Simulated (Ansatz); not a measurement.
Cartesian coordinates (Å):
```xyz
2

O      0.4865     0.0000     0.0000
H     -0.4865     0.0000     0.0000
```
Charge 0, spin multiplicity 2.

Computed with frozen-core CCSD(T)/def2-TZVPP // PBE0-D3(BJ)/def2-TZVP (Ansatz, an electronic-structure program).

```yaml
HF energy: -75.42370 Ha
MP2 correlation energy: -0.19870 Ha
```

**Question.** Estimate the CCSD correlation energy, the (T) correction, the total energy and the T1 diagnostic.

**Answer.** 
The CCSD correlation energy is -0.21275 Ha and the (T) correction is -0.00505 Ha. The CCSD(T) total energy is -75.64151 Ha. The T1 diagnostic is 0.008.
